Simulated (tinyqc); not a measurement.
Worked calculation (part 1 of 2): RKS/PBE0 in the sto-3g basis, for H2O, spin multiplicity 1. Computed by tinyqc, a small Python program that keeps every step (integrals from PySCF). Settings: charge = 0, multiplicity = 1, basis = sto-3g, energy threshold = 1e-09, iteration cap = 86, orthogonalisation = symmetric, start = highest core orbitals, DIIS depth = 3, method = RKS, functional = pbe0, grid = [40, 14]. Command: `OMP_NUM_THREADS=1 python tinyqc.py 26872 26873 out.jsonl` (the two numbers bound the seeds that draw the settings). One thread of a shared host (Intel(R) Xeon(R) Processor @ 2.60GHz), about 0.9 s of CPU time with the checks. Later iterations appear only in the table of the cycle.

## One-electron integrals

Geometry (angstrom):
```
atom         x          y         z
O     0.000000   0.000000  0.000000
H     0.000000   0.799000  0.758000
H     0.000000  -0.780000  0.739000
```

Basis sto-3g: exponents (1/bohr^2) and contraction coefficients of normalised primitives:
```
element  l (shell)    exponent  coefficient
O            s (1)  130.709320     0.154329
O            s (1)   23.808861     0.535328
O            s (1)    6.443608     0.444635
O            s (2)    5.033151    -0.099967
O            s (2)    1.169596     0.399513
O            s (2)    0.380389     0.700115
O            p (3)    5.033151     0.155916
O            p (3)    1.169596     0.607684
O            p (3)    0.380389     0.391957
H            s (1)    3.425251     0.154329
H            s (1)    0.623914     0.535328
H            s (1)    0.168855     0.444635
```

Overlap, kinetic and nuclear-attraction integrals over the contracted functions; the nuclear repulsion is the sum of Za Zb / Rab.

nuclear repulsion = 8.11891042 hartree

overlap S, order 1O 1s, 1O 2s, 1O 2px, 1O 2py, 1O 2pz, 2H 1s, 3H 1s:
```
[[1.000000, 0.236704, 0.000000, 0.000000, 0.000000, 0.038283, 0.040813],
 [0.236704, 1.000000, 0.000000, 0.000000, 0.000000, 0.385354, 0.401197],
 [0.000000, 0.000000, 1.000000, 0.000000, 0.000000, 0.000000, 0.000000],
 [0.000000, 0.000000, 0.000000, 1.000000, 0.000000, 0.246761, -0.254361],
 [0.000000, 0.000000, 0.000000, 0.000000, 1.000000, 0.234099, 0.240991],
 [0.038283, 0.385354, 0.000000, 0.246761, 0.234099, 1.000000, 0.228997],
 [0.040813, 0.401197, 0.000000, -0.254361, 0.240991, 0.228997, 1.000000]]
```

kinetic energy T (hartree), order 1O 1s, 1O 2s, 1O 2px, 1O 2py, 1O 2pz, 2H 1s, 3H 1s:
```
[[29.003200, -0.168011, 0.000000, 0.000000, 0.000000, -0.008438, -0.007905],
 [-0.168011, 0.808128, 0.000000, 0.000000, 0.000000, 0.070064, 0.079427],
 [0.000000, 0.000000, 2.528731, 0.000000, 0.000000, 0.000000, 0.000000],
 [0.000000, 0.000000, 0.000000, 2.528731, 0.000000, 0.134837, -0.146816],
 [0.000000, 0.000000, 0.000000, 0.000000, 2.528731, 0.127918, 0.139099],
 [-0.008438, 0.070064, 0.000000, 0.134837, 0.127918, 0.760032, 0.003742],
 [-0.007905, 0.079427, 0.000000, -0.146816, 0.139099, 0.003742, 0.760032]]
```

nuclear attraction V (hartree), order 1O 1s, 1O 2s, 1O 2px, 1O 2py, 1O 2pz, 2H 1s, 3H 1s:
```
[[-61.591430, -7.413386, 0.000000, 0.000436, -0.016543, -1.228232, -1.310366],
 [-7.413386, -10.019389, 0.000000, 0.004758, -0.201689, -2.981356, -3.128660],
 [0.000000, 0.000000, -9.884476, 0.000000, 0.000000, 0.000000, 0.000000],
 [0.000436, 0.004758, 0.000000, -9.981879, 0.002820, -1.675424, 1.746786],
 [-0.016543, -0.201689, 0.000000, 0.002820, -9.972020, -1.651602, -1.717834],
 [-1.228232, -2.981356, 0.000000, -1.675424, -1.651602, -5.325354, -1.329169],
 [-1.310366, -3.128660, 0.000000, 1.746786, -1.717834, -1.329169, -5.410384]]
```

core Hamiltonian H = T + V (hartree), order 1O 1s, 1O 2s, 1O 2px, 1O 2py, 1O 2pz, 2H 1s, 3H 1s:
```
[[-32.588230, -7.581397, 0.000000, 0.000436, -0.016543, -1.236670, -1.318271],
 [-7.581397, -9.211261, 0.000000, 0.004758, -0.201689, -2.911292, -3.049234],
 [0.000000, 0.000000, -7.355745, 0.000000, 0.000000, 0.000000, 0.000000],
 [0.000436, 0.004758, 0.000000, -7.453148, 0.002820, -1.540587, 1.599970],
 [-0.016543, -0.201689, 0.000000, 0.002820, -7.443289, -1.523684, -1.578736],
 [-1.236670, -2.911292, 0.000000, -1.540587, -1.523684, -4.565323, -1.325427],
 [-1.318271, -3.049234, 0.000000, 1.599970, -1.578736, -1.325427, -4.650352]]
```

## Two-electron integrals

Functions are numbered as in S; the eight-fold symmetry (ij|kl) = (ji|kl) = (kl|ij) leaves the list below.

Two-electron integrals (ij|kl) in chemists' order, unique and non-zero (hartree):
```
(11|11) 4.785065    (21|11) 0.741380    (21|21) 0.136873    (22|11) 1.118947
(22|21) 0.256633    (22|22) 0.817206    (31|31) 0.024477    (32|31) 0.037809
(32|32) 0.180518    (33|11) 1.115814    (33|21) 0.256684    (33|22) 0.817023
(33|33) 0.880159    (41|41) 0.024477    (42|41) 0.037809    (42|42) 0.180518
(43|43) 0.047444    (44|11) 1.115814    (44|21) 0.256684    (44|22) 0.817023
(44|33) 0.785270    (44|44) 0.880159    (51|51) 0.024477    (52|51) 0.037809
(52|52) 0.180518    (53|53) 0.047444    (54|54) 0.047444    (55|11) 1.115814
(55|21) 0.256684    (55|22) 0.817023    (55|33) 0.785270    (55|44) 0.785270
(55|55) 0.880159    (61|11) 0.121392    (61|21) 0.022237    (61|22) 0.041478
(61|33) 0.041397    (61|41) 0.000741    (61|42) 0.001394    (61|44) 0.041529
(61|51) 0.000703    (61|52) 0.001322    (61|54) 0.000125    (61|55) 0.041515
(61|61) 0.003659    (62|11) 0.312567    (62|21) 0.072663    (62|22) 0.258283
(62|33) 0.253763    (62|41) 0.003965    (62|42) 0.031029    (62|44) 0.260767
(62|51) 0.003761    (62|52) 0.029436    (62|54) 0.006645    (62|55) 0.260067
(62|61) 0.012053    (62|62) 0.103368    (63|31) 0.007390    (63|32) 0.043791
(63|43) 0.006348    (63|53) 0.006022    (63|63) 0.014289    (64|11) 0.168631
(64|21) 0.039689    (64|22) 0.150615    (64|33) 0.143874    (64|41) 0.009279
(64|42) 0.060803    (64|44) 0.160441    (64|51) 0.001792    (64|52) 0.016139
(64|54) 0.009695    (64|55) 0.147358    (64|61) 0.006857    (64|62) 0.073251
(64|64) 0.065598    (65|11) 0.159978    (65|21) 0.037653    (65|22) 0.142886
(65|33) 0.136491    (65|41) 0.001792    (65|42) 0.016139    (65|44) 0.140164
(65|51) 0.009091    (65|52) 0.059102    (65|54) 0.009832    (65|55) 0.151841
(65|61) 0.006505    (65|62) 0.069492    (65|64) 0.048676    (65|65) 0.060467
(66|11) 0.470202    (66|21) 0.111070    (66|22) 0.454229    (66|33) 0.436345
(66|41) 0.007458    (66|42) 0.081691    (66|44) 0.464284    (66|51) 0.007075
(66|52) 0.077499    (66|54) 0.026506    (66|55) 0.461490    (66|61) 0.018561
(66|62) 0.234812    (66|64) 0.189876    (66|65) 0.180133    (66|66) 0.774606
(71|11) 0.129488    (71|21) 0.023716    (71|22) 0.044223    (71|33) 0.044136
(71|41) -0.000793   (71|42) -0.001490   (71|44) 0.044277    (71|51) 0.000751
(71|52) 0.001411    (71|54) -0.000133   (71|55) 0.044262    (71|61) 0.003852
(71|62) 0.012502    (71|64) 0.006528    (71|65) 0.006753    (71|66) 0.019103
(71|71) 0.004163    (72|11) 0.328157    (72|21) 0.076265    (72|22) 0.270472
(72|33) 0.265773    (72|41) -0.004164   (72|42) -0.032367   (72|44) 0.273063
(72|51) 0.003946    (72|52) 0.030666    (72|54) -0.006907   (72|55) 0.272317
(72|61) 0.012308    (72|62) 0.088632    (72|64) 0.043336    (72|65) 0.057979
(72|66) 0.165512    (72|71) 0.013488    (72|72) 0.112629    (73|31) 0.007819
(73|32) 0.046100    (73|43) -0.006652   (73|53) 0.006302    (73|63) 0.011942
(73|73) 0.015702    (74|11) -0.175621   (74|21) -0.041328   (74|22) -0.156480
(74|33) -0.149448   (74|41) 0.009790    (74|42) 0.063741    (74|44) -0.166764
(74|51) -0.001867   (74|52) -0.016713   (74|54) 0.010104    (74|55) -0.153050
(74|61) -0.006372   (74|62) -0.042844   (74|64) -0.009418   (74|65) -0.027443
(74|66) -0.071476   (74|71) -0.007618   (74|72) -0.079170   (74|74) 0.070707
(75|11) 0.166390    (75|21) 0.039156    (75|22) 0.148255    (75|33) 0.141592
(75|41) -0.001867   (75|42) -0.016713   (75|44) 0.145394    (75|51) 0.009588
(75|52) 0.061935    (75|54) -0.010254   (75|55) 0.157609    (75|61) 0.006592
(75|62) 0.057611    (75|64) 0.027559    (75|65) 0.049072    (75|66) 0.117797
(75|71) 0.007218    (75|72) 0.075008    (75|74) -0.052114   (75|75) 0.065076
(76|11) 0.129668    (76|21) 0.030467    (76|22) 0.118853    (76|33) 0.115728
(76|41) 0.000011    (76|42) 0.000144    (76|44) 0.117669    (76|51) 0.002364
(76|52) 0.022601    (76|54) 0.000043    (76|55) 0.123028    (76|61) 0.005018
(76|62) 0.048893    (76|64) 0.030021    (76|65) 0.036918    (76|66) 0.120075
(76|71) 0.005348    (76|72) 0.050788    (76|74) -0.030768   (76|75) 0.038049
(76|76) 0.029257    (77|11) 0.480779    (77|21) 0.113542    (77|22) 0.462931
(77|33) 0.444531    (77|41) -0.007743   (77|42) -0.083907   (77|44) 0.473314
(77|51) 0.007336    (77|52) 0.079497    (77|54) -0.027270   (77|55) 0.470367
(77|61) 0.018316    (77|62) 0.161087    (77|64) 0.070260    (77|65) 0.115478
(77|66) 0.330036    (77|71) 0.020238    (77|72) 0.247168    (77|74) -0.198261
(77|75) 0.187840    (77|76) 0.120075    (77|77) 0.774606
```

## Orthogonalisation

S = U s U^T; symmetric (Loewdin) form X = U s^(-1/2) U^T, so that X^T S X = 1.

eigenvalues of S: [0.426618, 0.514050, 0.877725, 1.000000, 1.111194, 1.257781, 1.812631]

X, order 1O 1s, 1O 2s, 1O 2px, 1O 2py, 1O 2pz, 2H 1s, 3H 1s:
```
[[1.023641, -0.137015, 0.000000, 0.000338, -0.008421, 0.018456, 0.019219],
 [-0.137015, 1.160928, 0.000000, -0.004365, 0.082060, -0.215715, -0.230695],
 [0.000000, 0.000000, 1.000000, 0.000000, 0.000000, 0.000000, 0.000000],
 [0.000338, -0.004365, 0.000000, 1.066324, -0.002236, -0.166347, 0.173162],
 [-0.008421, 0.082060, 0.000000, -0.002236, 1.048446, -0.128720, -0.135838],
 [0.018456, -0.215715, 0.000000, -0.166347, -0.128720, 1.132468, -0.083107],
 [0.019219, -0.230695, 0.000000, 0.173162, -0.135838, -0.083107, 1.144408]]
```

## Starting guess

The start is the highest orbitals of the core Hamiltonian (a deliberately bad start); D = 2 C_occ C_occ^T.

D at the start, order 1O 1s, 1O 2s, 1O 2px, 1O 2py, 1O 2pz, 2H 1s, 3H 1s:
```
[[0.022822, -0.121693, 0.000000, -0.005128, 0.152784, 0.065858, 0.068634],
 [-0.121693, 0.761314, 0.000000, 0.009406, -0.514686, -0.665764, -0.722588],
 [0.000000, 0.000000, 2.000000, 0.000000, 0.000000, 0.000000, 0.000000],
 [-0.005128, 0.009406, 0.000000, 2.388811, 0.002700, -0.763147, 0.790184],
 [0.152784, -0.514686, 0.000000, 0.002700, 1.826393, -0.432238, -0.460640],
 [0.065858, -0.665764, 0.000000, -0.763147, -0.432238, 2.717001, -0.348294],
 [0.068634, -0.722588, 0.000000, 0.790184, -0.460640, -0.348294, 2.786056]]
```

## Iteration 1: exchange-correlation on the grid

Becke grid with 40 radial and 14 angular points per atom, points of zero weight dropped. rho = sum D_ij phi_i phi_j; V_xc,ij = sum w v_xc phi_i phi_j plus the gradient terms; v_xc is d(rho eps)/d rho at fixed gradient. Exact exchange is left to K.

The 12 grid points with the largest w rho, of 1661 (bohr, atomic units):
```
x                  y          z         w       rho  |grad rho|^2     eps_xc       v_xc
-0.652052   0.652052  -0.652052  0.198764  0.389507      1.053241  -0.470451  -0.592849
0.652052    0.652052  -0.652052  0.198764  0.389507      1.053241  -0.470451  -0.592849
-0.652052  -0.652052  -0.652052  0.198744  0.386386      1.037266  -0.469332  -0.591255
0.652052   -0.652052  -0.652052  0.198744  0.386386      1.037266  -0.469332  -0.591255
-0.561413   0.561413  -0.561413  0.132541  0.570956      1.660205  -0.525945  -0.678491
0.561413    0.561413  -0.561413  0.132541  0.570956      1.660205  -0.525945  -0.678491
-0.561413  -0.561413  -0.561413  0.132536  0.566424      1.635207  -0.524674  -0.676747
0.561413   -0.561413  -0.561413  0.132536  0.566424      1.635207  -0.524674  -0.676747
0.000000    0.000000  -1.129387  0.176769  0.401550      1.111368  -0.474681  -0.599024
-0.752675   0.752675  -0.752675  0.293385  0.237044      0.525366  -0.410468  -0.492792
0.752675    0.752675  -0.752675  0.293385  0.237044      0.525366  -0.410468  -0.492792
0.000000    0.000000  -0.972395  0.117839  0.588371      1.751362  -0.530757  -0.685167
```

electrons on the grid, sum of w rho = 10.042238

E_xc = sum of w rho eps_xc = -4.16261630 hartree

V_xc (hartree), order 1O 1s, 1O 2s, 1O 2px, 1O 2py, 1O 2pz, 2H 1s, 3H 1s:
```
[[-0.694196, -0.173939, 0.000000, 0.000039, -0.001589, -0.027854, -0.029681],
 [-0.173939, -0.589447, 0.000000, -0.001081, 0.031590, -0.185286, -0.193722],
 [0.000000, 0.000000, -0.586534, 0.000000, 0.000000, 0.000000, 0.000000],
 [0.000039, -0.001081, 0.000000, -0.604283, -0.000159, -0.117679, 0.121615],
 [-0.001589, 0.031590, 0.000000, -0.000159, -0.583699, -0.104059, -0.107770],
 [-0.027854, -0.185286, 0.000000, -0.117679, -0.104059, -0.433878, -0.087276],
 [-0.029681, -0.193722, 0.000000, 0.121615, -0.107770, -0.087276, -0.435772]]
```

## Iteration 1: building the Kohn-Sham matrix

J_ij = sum D_kl (ij|kl), K_ij = sum D_kl (ik|jl); F = H + J - 0.125 K + V_xc; E = tr D H + tr D J / 2 - 0.0625 tr D K + E_xc + E_nn.

Coulomb J (hartree), order 1O 1s, 1O 2s, 1O 2px, 1O 2py, 1O 2pz, 2H 1s, 3H 1s:
```
[[8.559151, 1.975919, 0.000000, 0.001349, -0.026318, 0.318537, 0.339498],
 [1.975919, 6.643749, 0.000000, 0.005906, -0.000307, 2.260582, 2.360220],
 [0.000000, 0.000000, 6.584133, 0.000000, 0.000000, 0.000000, 0.000000],
 [0.001349, 0.005906, 0.000000, 6.696620, -0.000483, 1.383925, -1.429789],
 [-0.026318, -0.000307, 0.000000, -0.000483, 6.646023, 1.326426, 1.371154],
 [0.318537, 2.260582, 0.000000, 1.383925, 1.326426, 4.804803, 1.142611],
 [0.339498, 2.360220, 0.000000, -1.429789, 1.371154, 1.142611, 4.844548]]
```

exchange K (hartree), order 1O 1s, 1O 2s, 1O 2px, 1O 2py, 1O 2pz, 2H 1s, 3H 1s:
```
[[0.170153, 0.226071, 0.000000, 0.000950, -0.027148, 0.042136, 0.044274],
 [0.226071, 1.350711, 0.000000, 0.023195, -0.677204, 0.453031, 0.464909],
 [0.000000, 0.000000, 2.009245, 0.000000, 0.000000, 0.000000, 0.000000],
 [0.000950, 0.023195, 0.000000, 2.098015, 0.007701, 0.462743, -0.463593],
 [-0.027148, -0.677204, 0.000000, 0.007701, 1.782574, 0.225200, 0.226471],
 [0.042136, 0.453031, 0.000000, 0.462743, 0.225200, 1.593780, 0.266365],
 [0.044274, 0.464909, 0.000000, -0.463593, 0.226471, 0.266365, 1.585316]]
```

Kohn-Sham matrix F (hartree), order 1O 1s, 1O 2s, 1O 2px, 1O 2py, 1O 2pz, 2H 1s, 3H 1s:
```
[[-24.744544, -5.807676, 0.000000, 0.001706, -0.041057, -0.951254, -1.013989],
 [-5.807676, -3.325797, 0.000000, 0.006684, -0.085755, -0.892625, -0.940849],
 [0.000000, 0.000000, -1.609301, 0.000000, 0.000000, 0.000000, 0.000000],
 [0.001706, 0.006684, 0.000000, -1.623062, 0.001216, -0.332183, 0.349745],
 [-0.041057, -0.085755, 0.000000, 0.001216, -1.603787, -0.329467, -0.343660],
 [-0.951254, -0.892625, 0.000000, -0.332183, -0.329467, -0.393620, -0.303388],
 [-1.013989, -0.940849, 0.000000, 0.349745, -0.343660, -0.303388, -0.439740]]
```

total energy of this density = -28.56624206 hartree

## Iteration 1: diagonalisation and new density

Diagonalise F' = X^T F X, C = X C', fill 5 alpha and 5 beta electrons from the bottom; D = 2 C_occ C_occ^T. Each column has its largest component positive (the first on a tie).

F' = X^T F X (hartree):
```
[[-24.427961, -2.649656, 0.000000, 0.000825, -0.041270, -0.157992, -0.175237],
 [-2.649656, -2.342064, 0.000000, 0.004725, -0.061958, -0.282369, -0.300047],
 [0.000000, 0.000000, -1.609301, 0.000000, 0.000000, 0.000000, 0.000000],
 [0.000825, 0.004725, 0.000000, -1.605082, 0.000197, -0.143412, 0.149660],
 [-0.041270, -0.061958, 0.000000, 0.000197, -1.596076, -0.112526, -0.119548],
 [-0.157992, -0.282369, 0.000000, -0.143412, -0.112526, -0.053959, -0.083096],
 [-0.175237, -0.300047, 0.000000, 0.149660, -0.119548, -0.083096, -0.070986]]
```

orbital energies (hartree): [-24.744752, -2.117722, -1.630994, -1.609301, -1.595769, -0.053866, 0.046976]

coefficients C, order 1O 1s, 1O 2s, 1O 2px, 1O 2py, 1O 2pz, 2H 1s, 3H 1s:
```
[[1.000627, -0.246332, -0.003318, 0.000000, 0.037586, 0.063520, 0.001907],
 [-0.002914, 1.078812, 0.013940, 0.000000, -0.153509, -0.534151, -0.010605],
 [0.000000, 0.000000, 0.000000, 1.000000, 0.000000, 0.000000, 0.000000],
 [-0.000065, -0.016177, 1.028004, 0.000000, 0.000882, 0.027490, -0.370023],
 [0.001412, 0.217935, 0.001115, 0.000000, 1.001808, -0.299840, -0.006861],
 [0.000732, -0.086005, -0.061271, 0.000000, -0.042246, 0.732168, 0.911864],
 [0.000742, -0.091682, 0.060465, 0.000000, -0.042209, 0.834551, -0.841596]]
```

D after iteration 1, order 1O 1s, 1O 2s, 1O 2px, 1O 2py, 1O 2pz, 2H 1s, 3H 1s:
```
[[2.126714, -0.548955, 0.000000, 0.001083, -0.029243, 0.041068, 0.043078],
 [-0.548955, 2.375206, 0.000000, -0.006513, 0.162671, -0.174309, -0.183174],
 [0.000000, 0.000000, 2.000000, 0.000000, 0.000000, 0.000000, 0.000000],
 [0.001083, -0.006513, 0.000000, 2.114107, -0.002991, -0.123267, 0.127209],
 [-0.029243, 0.162671, 0.000000, -0.002991, 2.102236, -0.122267, -0.124395],
 [0.041068, -0.174309, 0.000000, -0.123267, -0.122267, 0.025873, 0.011928],
 [0.043078, -0.183174, 0.000000, 0.127209, -0.124395, 0.011928, 0.027687]]
```

## Iteration 2: exchange-correlation on the grid

As before.

The 12 grid points with the largest w rho, of 1661 (bohr, atomic units):
```
x                  y          z         w       rho  |grad rho|^2     eps_xc       v_xc
0.652052   -0.652052  -0.652052  0.198744  0.406719      1.165161  -0.476688  -0.600970
-0.652052  -0.652052  -0.652052  0.198744  0.406719      1.165161  -0.476688  -0.600970
-0.652052   0.652052  -0.652052  0.198764  0.406430      1.162769  -0.476582  -0.600846
0.652052    0.652052  -0.652052  0.198764  0.406430      1.162769  -0.476582  -0.600846
0.561413   -0.561413  -0.561413  0.132536  0.598805      1.861337  -0.533705  -0.688609
-0.561413  -0.561413  -0.561413  0.132536  0.598805      1.861337  -0.533705  -0.688609
-0.561413   0.561413  -0.561413  0.132541  0.598304      1.856978  -0.533566  -0.688435
0.561413    0.561413  -0.561413  0.132541  0.598304      1.856978  -0.533566  -0.688435
0.561413    0.561413   0.561413  0.124074  0.613346      2.112241  -0.537949  -0.692544
-0.561413   0.561413   0.561413  0.124074  0.613346      2.112241  -0.537949  -0.692544
0.561413   -0.561413   0.561413  0.122526  0.613626      2.125900  -0.538049  -0.692542
-0.561413  -0.561413   0.561413  0.122526  0.613626      2.125900  -0.538049  -0.692542
```

electrons on the grid, sum of w rho = 10.005931

E_xc = sum of w rho eps_xc = -7.73083871 hartree

V_xc (hartree), order 1O 1s, 1O 2s, 1O 2px, 1O 2py, 1O 2pz, 2H 1s, 3H 1s:
```
[[-2.333937, -0.325590, 0.000000, 0.000006, -0.000452, -0.053754, -0.057336],
 [-0.325590, -0.650024, 0.000000, 0.000122, -0.004300, -0.178297, -0.187426],
 [0.000000, 0.000000, -0.643564, 0.000000, 0.000000, 0.000000, 0.000000],
 [0.000006, 0.000122, 0.000000, -0.647572, 0.000119, -0.096517, 0.100772],
 [-0.000452, -0.004300, 0.000000, 0.000119, -0.649878, -0.092006, -0.096173],
 [-0.053754, -0.178297, 0.000000, -0.096517, -0.092006, -0.196520, -0.063969],
 [-0.057336, -0.187426, 0.000000, 0.100772, -0.096173, -0.063969, -0.205496]]
```
